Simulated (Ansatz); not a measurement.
`O[SiH2]S`, 7 atoms. The species carries charge 0 and has multiplicity 1. All runs use 2 threads of an AMD EPYC 7571 on a shared host. Correlated methods freeze the cores. Open-shell runs search over several starts.

Q: How many basis functions does each run have, and how long does it take in Ansatz? RKS B3LYP-D4/def2-TZVPP energy and forces; direct RPA on PBE orbitals/def2-TZVPP energy; RKS PBE-QIDH (frozen core)/def2-TZVPP energy; UKS B2PLYP (frozen core)/def2-TZVPP energy of the cation; UKS ωB97M-V/def2-TZVPP energy of the cation; UKS ωB97X-V/def2-TZVPP energy of the cation; RKS r2SCAN0-D4/def2-TZVPP energy; RKS ωB97M-V/def2-SVP energy; UKS r2SCAN-D4/def2-TZVPP energy of the cation; RKS ωB97M-V/def2-QZVPP energy; RHF-CCSD(T)/def2-SVP energy; UKS PBE0-D4/def2-TZVPP energy of the cation. (Best estimate.)

A: Ansatz gave: Other jobs shared the machine, so times are rough.

| level | job | functions | wall time | peak host memory (GiB) |
| --- | --- | --- | --- | --- |
| RHF-CCSD(T)/def2-SVP | energy | 70 | 2.5 s | 0.34 |
| RKS B3LYP-D4/def2-TZVPP | energy and forces | 171 | 6.5 s | 0.36 |
| direct RPA on PBE orbitals/def2-TZVPP | energy | 171 | 7 s | 0.34 |
| RKS PBE-QIDH (frozen core)/def2-TZVPP | energy | 171 | 8 s | 0.34 |
| RKS ωB97M-V/def2-SVP | energy | 70 | 8 s | 0.34 |
| RKS r2SCAN0-D4/def2-TZVPP | energy | 171 | 8.5 s | 0.38 |
| UKS PBE0-D4/def2-TZVPP | energy of the cation | 171 | 14 s | 0.44 |
| UKS r2SCAN-D4/def2-TZVPP | energy of the cation | 171 | 20 s | 0.34 |
| UKS B2PLYP (frozen core)/def2-TZVPP | energy of the cation | 171 | 21 s | 0.5 |
| RKS ωB97M-V/def2-QZVPP | energy | 317 | 27 s | 0.92 |
| UKS ωB97X-V/def2-TZVPP | energy of the cation | 171 | 29 s | 0.57 |
| UKS ωB97M-V/def2-TZVPP | energy of the cation | 171 | 39 s | 0.62 |

B3LYP here is the variant with VWN-RPA as its local correlation; programs differ in this.
